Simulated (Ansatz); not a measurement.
A calculation on grey tin (α-Sn) returned lattice constant a 6.732 Å, bulk modulus 31.3 GPa.

For reference: lattice constant a 6.477 Å (measured, static lattice: zero-point anharmonic expansion removed; as tabulated in Mejia-Rodriguez and Trickey (2018), arXiv:1807.09216); bulk modulus 42.8 GPa (measured, 0 K value with the zero-point phonon effect removed; as tabulated in Mejia-Rodriguez and Trickey (2018), arXiv:1807.09216).

Q: Which level of theory produced these numbers?
(A) Hartree–Fock (Ansatz, a program for electronic structure)
(B) PBE-D3(BJ) (Ansatz)
(C) r²SCAN (Ansatz)
(D) RPBE (Ansatz)

A: D, RPBE (Ansatz)

The others give: r²SCAN 6.566 Å, 42.9 GPa; PBE-D3(BJ) 6.571 Å, 38.7 GPa; Hartree–Fock 6.605 Å, 51.4 GPa.

Unless a cell is named, each level is at its own relaxed cell (Hartree–Fock 36.02, PBE-D3(BJ) 35.47, r²SCAN 35.38, RPBE 38.14 Å³/atom).

Caveats: the cell is over a tenth larger than the published one: the level's own overestimate first of all, though another phase or state, or a fault of the published cell, is possible (RPBE). Ansatz's density-functional and Hartree–Fock values are scalar-relativistic unless marked +SOC, with PAW data made under PBE.
